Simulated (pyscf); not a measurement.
**1,1-elimination: `[AsH2][InH]` [doublet] -> `[As]=[InH]` [doublet] + `[H][H]`**

Gas phase, doublet surface, charge 0. Bonds broken: As2–H3, As2–H4. Bonds formed: H3–H4. Single points on ωB97X-D3(BJ)/def2-SVP structures (PySCF, gas phase).

Transition state (Å):

```xyz
5

In     0.2168    -0.8702    -1.0969
As     1.1630     1.2873    -0.3921
H     -0.2436     1.3832     1.0886
H     -0.6245     1.7460     0.4876
H      0.7417    -2.1111    -2.1833
```

One imaginary mode, 911i cm⁻¹; descent along it reached the two sides named.

```json
[
 {"bond": "As2–H3", "change": "breaks", "reactant side (Å)": "1.520", "saddle": "2.045", "product side": "3.9"},
 {"bond": "As2–H4", "change": "breaks", "reactant side (Å)": "1.524", "saddle": "2.044", "product side": "4.0"},
 {"bond": "H3–H4", "change": "forms", "reactant side (Å)": "2.188", "saddle": "0.799", "product side": "0.759"}
]
```

Electronic energies relative to the reactant's lowest minimum found (kcal/mol):

| level | barrier | reaction energy | reverse barrier |
|---|---|---|---|
| ωB97X-D3(BJ)/def2-TZVP | 46.7 | +25.0 | 21.6 |
| PBE/def2-TZVP | 39.9 | +22.7 | 17.3 |
| r²SCAN/def2-TZVP | 43.8 | +23.7 | 20.1 |
| B3LYP-D3(BJ)/def2-TZVP | 42.5 | +22.9 | 19.7 |
| PBE0-D3(BJ)/def2-TZVP | 44.4 | +25.4 | 19.0 |
| M06-2X/def2-TZVP | 44.2 | +20.9 | 23.3 |
| ωB97M-D3(BJ)/def2-TZVP | 45.9 | +24.8 | 21.0 |
| HF/def2-TZVP | 49.6 | +22.8 | 26.8 |

With ωB97M-D3(BJ)/def2-TZVP energies and thermal terms (ideal gas, 1 atm, RRHO with modes under 100 cm⁻¹ raised to 100, one conformer, R ln 2 for rigid chiral ones), in kcal/mol:

```tsv
T (K)	ΔH‡	ΔG‡	ΔH	ΔG
298	44.6	45.3	+23.7	+17.9
600	44.6	46.0	+24.1	+11.8
900	44.4	46.8	+24.0	+5.7
1200	43.9	47.6	+23.6	-0.4
```

The same reactants have a lower exit, to [HAs=In]• + H₂ (barrier +28.0 kcal/mol at ωB97M-D3(BJ), against +45.9 kcal/mol here). •As=InH lies 20.5 kcal/mol over its isomer [HAs=In]•, and others may lie lower still (electronic energy, ωB97M-D3(BJ)). One saddle was located; it need not be the lowest between these sides. The term symbol of open-shell •As=InH was not checked; spin-orbit terms and orbital degeneracy are left out. Elements up to Kr have no core potential and no relativistic terms here. Elements past Kr carry the def2 core potentials, without spin-orbit coupling.
